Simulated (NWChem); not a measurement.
**Correlation energy of chlorine (Cl2)**

```
Cl
Cl 1 2.0255
```
Charge 0, spin multiplicity 1.

Program: NWChem. All single points use one geometry, from PBE0/def2-SVP, a minimum by its harmonic frequencies.

Basis set: cc-pVDZ. Each correlation energy counts from its own Hartree-Fock reference.

The correlated methods keep 10 core orbitals frozen. Coupled-cluster values serve here as a point of comparison, not as the truth.

| method | correlation energy (mHa) |
|---|---|
| CR-CCSD(T) | -302.1 |
| CCSD(T) | -303.3 |
| CCSD+T(CCSD) | -303.4 |
| RI-MP2 | -271.1 |
| MP2 | -271.1 |
| SCS-MP2 | [?] |
| CR-CCSD[T] | -302.2 |
| CCSD | [?] |

### Question
Some entries are withheld; supply them.

### Answer

- SCS-MP2, correlation energy (mHa): -263.9
- CCSD, correlation energy (mHa): -296.8
